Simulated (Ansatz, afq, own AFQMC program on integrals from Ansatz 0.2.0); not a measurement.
# GeH2O⁺, doublet in cc-pVDZ, levels against CCSDT(Q)

| atom | x (Å) | y (Å) | z (Å) |
| --- | --- | --- | --- |
| Ge | 0.0000 | 0.0000 | 0.2692 |
| O | 0.0000 | 0.0000 | -1.3631 |
| H | 0.0000 | 1.2866 | 1.1183 |
| H | 0.0000 | -1.2866 | 1.1183 |

Connectivity, by distances: GeH2–O.

Basis cc-pVDZ. Only valence electrons are correlated. AFQMC by an in-house program on the Cholesky factors that Ansatz 0.2.0 writes for its CCSD(T) run. ph-AFQMC/CISD is guided by a CISD state made of CCSD amplitudes; releasing the constraint for a short imaginary time cuts its bias at the price of noise, slowly where states lie close. ± is one standard error of the sampling. No spin–orbit coupling.

Determinant: UHF, the one that the program's search chose, which needn't be the lowest solution. The geometry is a PBE0/def2-TZVP stationary point of this or a neighbouring charge and spin state.

No full CI on the walks' own integrals is used here; CCSDT(Q) serves as the reference and is uncertain by about the last step of the cluster series.

Cautions: no relativity below Rb; no spin-orbit coupling; inner d shell frozen.

* T1 diagnostic: 0.0315
* weight of the determinant in the CISD state: 0.884
* ⟨S²⟩ of the determinant: 0.761
* size of the correlated space: 11 electrons in 36 orbitals

| level | correlation energy (eV) |
| --- | --- |
| MP2 | -5.9359 |
| CCSD | -6.7565 |
| CCSD(T) | -6.9266 |

**Question.** Estimate where phaseless AFQMC with a CISD trial lies against CCSD(T) on the same integrals.

**Answer.** 5.1 ± 1.6 kJ/mol below CCSD(T).

Reference: CCSDT(Q), correlation energy -6.982 eV. The released energy is read at 2.40 1/Eh (meV from the phaseless value at times in 1/Eh: -6 ± 22 at 0.24, 3 ± 21 at 0.51, -3 ± 18 at 0.99, 26 ± 15 at 1.62, -1 ± 22 at 2.40).

| level | E − E(reference) (kJ/mol) | share of correlation (%) |
| --- | --- | --- |
| CCSD(T) | 5.4 | 99.20 |
| CCSDT | 1.9 | 99.72 |
| ph-AFQMC/HF | -6.5 ± 6.8 | 100.96 |
| ph-AFQMC/CISD | 0.3 ± 1.6 | 99.96 |
| released AFQMC | 0.2 ± 2.1 | 99.97 |

A walk keeps the symmetry of its determinant, which the program's search chose and which needn't be the lowest solution, so a lower state of the same spin and another symmetry isn't excluded. Released energies are given only where the last usable release times agree within the noise; a slower fall can still hide under it.
